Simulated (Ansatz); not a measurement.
# BH5SSi: basis-set convergence

How large a basis does BH5SSi need? Two functionals are run in growing sets.

Method: one geometry, several basis sets; program: Ansatz 0.2.0, Gaussian basis.

The runs, in order: PBE0-D4/def2-SVP; ωB97M-V/def2-SVP; PBE0-D4/def2-QZVPP; ωB97M-V/def2-QZVPP; the functionals' def2-TZVPP values are taken from earlier runs.

### Step 1. The relaxed structure

An earlier PBE0-D4 in a triple-zeta def2 set relaxation fixed the geometry.

SMILES `BS[SiH3]`, 8 atoms, charge 0, spin multiplicity 1.

Atoms are counted from 1 here; the program's logs count them from 0.

Bond lengths: B1–S2 1.775 Å, B1–H4 1.195 Å, B1–H5 1.192 Å, S2–Si3 2.156 Å, Si3–H6 1.482 Å, Si3–H7 1.482 Å, Si3–H8 1.483 Å. Angles: S2–B1–H4 121.4°, S2–B1–H5 116.9°, H4–B1–H5 121.7°, B1–S2–Si3 99.5°, S2–Si3–H6 109.9°, S2–Si3–H7 109.9°, S2–Si3–H8 107.0°, H6–Si3–H7 110.0°, H6–Si3–H8 110.0°, H7–Si3–H8 110.0°.

Coordinates:

| atom | x (Å) | y (Å) | z (Å) |
| --- | --- | --- | --- |
| B1 | -1.1726 | 1.0883 | -0.5645 |
| S2 | -1.2431 | -0.4395 | 0.3359 |
| Si3 | 0.8629 | -0.8860 | 0.4473 |
| H4 | -0.1308 | 1.5571 | -0.9134 |
| H5 | -2.2115 | 1.6219 | -0.8031 |
| H6 | 1.5703 | 0.1967 | 1.1717 |
| H7 | 1.4207 | -1.0315 | -0.9184 |
| H8 | 0.9963 | -2.1640 | 1.1886 |

### Step 2. PBE0-D4 in def2-SVP

Contents of in.yaml:

```yaml
crystal:
  periodic: [false, false, false]
  atoms:
    - {symbol: B, position_ang: [-1.172615, 1.088331, -0.564450]}
    - {symbol: S, position_ang: [-1.243134, -0.439550, 0.335900]}
    - {symbol: Si, position_ang: [0.862860, -0.886042, 0.447332]}
    - {symbol: H, position_ang: [-0.130785, 1.557125, -0.913422]}
    - {symbol: H, position_ang: [-2.211502, 1.621919, -0.803137]}
    - {symbol: H, position_ang: [1.570266, 0.196698, 1.171734]}
    - {symbol: H, position_ang: [1.420685, -1.031522, -0.918390]}
    - {symbol: H, position_ang: [0.996322, -2.163958, 1.188635]}
basis:
  gaussian: {orbitals: def2-SVP}
hamiltonian: {xc: pbe0, dispersion: d4}
output: {orbitals: {seedname: orbitals}}
```

Command:

```console
$ ansatz run in.yaml --threads 2 --pin off --events-out ev --progress --plain --max-ram 4352MiB
```

After this run come: ωB97M-V in def2-SVP; PBE0-D4 in def2-QZVPP; ωB97M-V in def2-QZVPP.

**Question.** What will the summary of the whole plan be? Wanted: PBE0-D4: double and triple zeta above quadruple; ωB97M-V: double and triple zeta above quadruple.

As calculated:

| quantity | value |
| --- | --- |
| PBE0-D4: double and triple zeta above quadruple | 7.98, 0.64 eV |
| ωB97M-V: double and triple zeta above quadruple | 8.03, 0.60 eV |

**Reading.** PBE0-D4 gains 7.33 eV from double to triple zeta, then 0.64 eV more. Total energies overstate the basis error of differences, where much of it tends to cancel.
